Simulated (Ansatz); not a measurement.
This geometry of C2H6Al (9 atoms, charge -1, multiplicity 1) is a first-order saddle point.

All numbers below come from RKS PBE0/def2-SVP in Ansatz.

```xyz
9
Properties=species:S:1:pos:R:3
C -0.278 1.074 -0.875
C 0.052 -0.323 -0.426
Al 0.292 -1.095 1.239
H -1.216 1.181 -1.482
H 0.502 1.581 -1.504
H -0.427 1.766 -0.021
H 0.197 -1.029 -1.269
H 1.690 -1.282 2.125
H -0.812 -1.873 2.213
```

(1) Which two structures does it join? (They come from a converged band through this point; their orientation in space is the band's.)

(2) How far does it lie above each of them?

## Answers

(1) No bond is made or broken. The dihedral C1–C2–Al3–H9 goes from 0 to -180°. The two ends are copies of one structure, up to a mirror image or an exchange of like atoms.

Initial state:

```xyz
9
Properties=species:S:1:pos:R:3
C -0.227 1.063 -0.818
C 0.024 -0.368 -0.429
Al 0.268 -1.120 1.240
H -1.189 1.228 -1.359
H 0.549 1.495 -1.493
H -0.262 1.733 0.062
H 0.060 -1.043 -1.304
H 0.532 -2.717 1.461
H 0.245 -0.271 2.639
```

Final state:

```xyz
9
Properties=species:S:1:pos:R:3
C -0.226 1.063 -0.818
C 0.021 -0.370 -0.429
Al 0.268 -1.119 1.240
H -1.187 1.230 -1.360
H 0.552 1.494 -1.492
H -0.261 1.732 0.062
H 0.053 -1.044 -1.305
H 0.252 -0.269 2.637
H 0.528 -2.717 1.465
```

(2) 119.6 kJ/mol above the first and 119.6 kJ/mol above the second. This is the barrier of this one path; another mechanism may lie lower. Limits of this set-up: an anion without diffuse functions.

Run time: 7.6 min on 1 thread of Intel(R) Xeon(R) Processor @ 2.50GHz (Skylake/Cascade Lake) (shared host), peak memory 0.15 GiB.
